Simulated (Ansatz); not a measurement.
## How far each method lies from full CI for BF3, singlet

Geometry: MP2(full)/6-31G*, from the G2/97 set.

```tsv
atom	x (Å)	y (Å)	z (Å)
B	0.0000	0.0000	0.0000
F	0.0000	1.3218	0.0000
F	1.1447	-0.6609	0.0000
F	-1.1447	-0.6609	0.0000
```

Basis STO-3G; Ansatz 0.2.0. Correlated methods freeze the noble-gas cores, which leaves 24 electrons in 16 orbitals. R marks a restricted (for open shells ROHF) determinant. Active spaces: valence = (18e, 13o, short of the full valence) chosen from the atoms' valence shells.

Full CI is exact within this basis and frozen core; it isn't the basis-set limit.

The UHF ⟨S²⟩ is 0.000 and the T1 diagnostic (RCCSD) is 0.0141. The largest doubles amplitude (RCCSD) is 0.044.

```json
{"level": "RMP2", "E − E(RHF) (eV)": "-2.6208"}
{"level": "RCCSD", "E − E(RHF) (eV)": "-2.9557"}
{"level": "RCCSD(T)", "E − E(RHF) (eV)": "-3.1919"}
```

Task: Estimate how far full CI in STO-3G lies from RCCSD(T). The table doesn't fix it; the size of (T) and the diagnostics are the guide.

Result: Full CI in STO-3G lies 0.61 mEh below RCCSD(T), which is 7 % of the (T) step (-8.68 mEh). The diagnostics are small and one determinant leads, so the series closes fast and only a small part of (T) is left.

The other levels:

| level | E − E(full CI) (mEh) | share of correlation (%) | wall time |
| --- | --- | --- | --- |
| CISD | 11.41 | 90.33 | 0.22 s |
| BCCD(T) | 0.48 | 99.59 | 0.28 s |
| RCCSDT | 0.04 | 99.97 | – |
| CISDTQ | 0.31 | 99.74 | 0.79 s |
| RCCSDT(Q) | -0.18 | 100.15 | 0.88 s |
| RCCSDTQ | -0.08 | 100.07 | 21 s |
| CASSCF (valence space) | 2.47 | 97.90 | – |
| NEVPT2 (valence space) | 0.54 | 99.54 | 4.1 s (H100) |
| MRCISD (valence space) | 0.06 | 99.95 | – |
| MRCISD+Q (valence space) | 0.06 | 99.95 | 11 s (H100) |

The correlation energy at full CI, counted from RHF, is -3.209 eV. That run took 2.9 s on 1 thread of AMD EPYC 7R13, shared host over 828,720 determinants.

Times hold each run's SCF and search for its determinant on a shared host, so for small cases they say little of a method's own cost; rows without a card ran on 1 thread of AMD EPYC 7R13.

The full-CI state has the irrep A1 of C2v, in the program's axes (one component, if the state is degenerate).

Natural occupations of full CI about the gap: 1.984 1.984 1.984 1.976 1.976 0.047 0.034 0.023 0.023; effectively unpaired electrons, Σ n²(2−n)², 0.03.

Atomization energy (electronic, same basis, no zero-point term; atoms at the same level, unrestricted beside the R rows where the molecule is a closed shell, with restricted open-shell steps beyond CCSDT(Q)) at full CI: 1656.0 kJ/mol. Errors of other levels:

```tsv
level	error (kJ/mol)
RHF	-204.6
RMP2	-0.7
CISD	-30.0
RCCSD	-24.4
RCCSD(T)	-1.6
BCCD(T)	-1.3
RCCSDT	-0.1
CISDTQ	-0.8
RCCSDT(Q)	0.5
RCCSDTQ	0.2
```

This basis is far from its limit, so the value isn't to be set against a measured one. Truncated CI isn't size-consistent, which counts against it in atomization.
